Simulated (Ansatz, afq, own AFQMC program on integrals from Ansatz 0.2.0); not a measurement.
Ge, triplet in def2-TZVP, levels against full CI

A free Ge atom.

Basis def2-TZVP. Only valence electrons are correlated. Ansatz 0.2.0 and our own AFQMC program on the same integrals; the CISD trial comes from CCSD amplitudes, and released means the phaseless constraint is let go. ± is one standard error of the sampling. No spin–orbit coupling.

Determinant: UHF, the one that the program's search chose, which needn't be the lowest solution.

Full CI on the same integrals is exact in this basis and with this determinant's frozen core.

Cautions: no relativity below Rb; no spin-orbit coupling; inner d shell frozen; the released energies are still falling, so no released level is given (meV from the phaseless value at times in 1/Eh: 7 ± 9 at 0.24, 1 ± 3 at 0.50, -3.0 ± 0.6 at 1.00, -3.7 ± 0.6 at 1.50), though the last usable value meets full CI within the noise.

* T1 diagnostic: 0.0092
* weight of the determinant in the CISD state: 0.944
* ⟨S²⟩ of the determinant: 2.011
* size of the correlated space: 4 electrons in 34 orbitals

Reference: full CI, correlation energy -1.827 eV.

```json
{"level": "HF", "E − E(reference) (kJ/mol)": "176.3", "share of correlation (%)": "0.00"}
{"level": "MP2", "E − E(reference) (kJ/mol)": "45.1", "share of correlation (%)": "74.39"}
{"level": "CCSD", "E − E(reference) (kJ/mol)": "6.2", "share of correlation (%)": "96.50"}
{"level": "CCSD(T)", "E − E(reference) (kJ/mol)": "1.4", "share of correlation (%)": "99.19"}
{"level": "CCSDT", "E − E(reference) (kJ/mol)": "0.1", "share of correlation (%)": "99.93"}
{"level": "CCSDT(Q)", "E − E(reference) (kJ/mol)": "0.0", "share of correlation (%)": "99.99"}
{"level": "ph-AFQMC/HF", "E − E(reference) (kJ/mol)": "5.2 ± 0.9", "share of correlation (%)": "97.05"}
{"level": "ph-AFQMC/CISD", "E − E(reference) (kJ/mol)": "0.5 ± 0.1", "share of correlation (%)": "99.72"}
```

CCSDT and higher add their correlation energy to the determinant of the CCSD(T) run, since their own runs factorise the integrals more tightly (a shift of under 2 meV). A walk keeps the symmetry of its determinant, which the program's search chose and which needn't be the lowest solution, so a lower state of the same spin and another symmetry isn't excluded.
